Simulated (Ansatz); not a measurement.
in.yaml

```yaml
crystal:
  periodic: [false, false, false]
  atoms:
    - {symbol: Al, position_ang: [0.000000, 0.000000, 0.578264]}
    - {symbol: N, position_ang: [0.000000, 0.000000, -1.304184]}
    - {symbol: H, position_ang: [0.000000, 1.396938, 1.321934]}
    - {symbol: H, position_ang: [0.000000, -1.396938, 1.321934]}
basis:
  gaussian: {orbitals: cc-pVDZ}
magnetization: {spin_polarized: false, initial_magnetization: 4}
correlation: {method: ccsdt_q, electrons: outside_noble_gas}
```

```sh
$ ansatz run in.yaml --threads 1 --pin off --events-out ev --progress --plain --max-ram 2393MiB
```

Log:

```
771 factors; integrals over basis functions are off by at most 2.2e-7 eV
mean field evaluation 1: about -8088.0398 eV, gradient 1.5e1 eV
mean field evaluation 2: about -8088.0434 eV, gradient 1.5e1 eV
mean field evaluation 4: about -8090.2204 eV, gradient 3.1e0 eV
mean field evaluation 8: about -8090.3034 eV, gradient 1.6e-1 eV
mean field evaluation 16: about -8090.2165 eV, gradient 3.0e0 eV
mean field evaluation 32: about -8085.9921 eV, gradient 2.0e0 eV
mean field evaluation 64: about -8088.9611 eV, gradient 1.1e0 eV
mean field evaluation 96: about -8085.4352 eV, gradient 4.8e-1 eV
mean field evaluation 128: about -8088.5577 eV, gradient 3.2e-1 eV
mean field evaluation 160: about -8084.0279 eV, gradient 5.3e0 eV
...
cycle  12  -5.11667938 eV  change   -1.0e-4 eV  update   9.4e-5
cycle  13  -5.11674076 eV  change   -6.1e-5 eV  update   4.7e-5
cycle  14  -5.11672196 eV  change    1.9e-5 eV  update   2.9e-5
cycle  15  -5.11667826 eV  change    4.4e-5 eV  update   1.5e-5
cycle  16  -5.11667583 eV  change    2.4e-6 eV  update   7.5e-6
cycle  17  -5.11668099 eV  change   -5.2e-6 eV  update   4.6e-6
cycle  18  -5.11668597 eV  change   -5.0e-6 eV  update   2.4e-6
cycle  19  -5.11668839 eV  change   -2.4e-6 eV  update   1.3e-6
cycle  20  -5.11668808 eV  change    3.1e-7 eV  update   7.2e-7
cycle  21  -5.11668715 eV  change    9.3e-7 eV  update   4.1e-7
perturbative correction -0.00432166 eV, -0.0001588180 hartree
Total energy: -8095.42528710 eV, -297.5013920244 hartree
```

For the same geometry and basis UCCSDT(Q) lies 3.0 meV lower.

Ran on 1 thread of Arm Neoverse V2, shared host: 15 s wall, 0.26 GiB peak host memory.
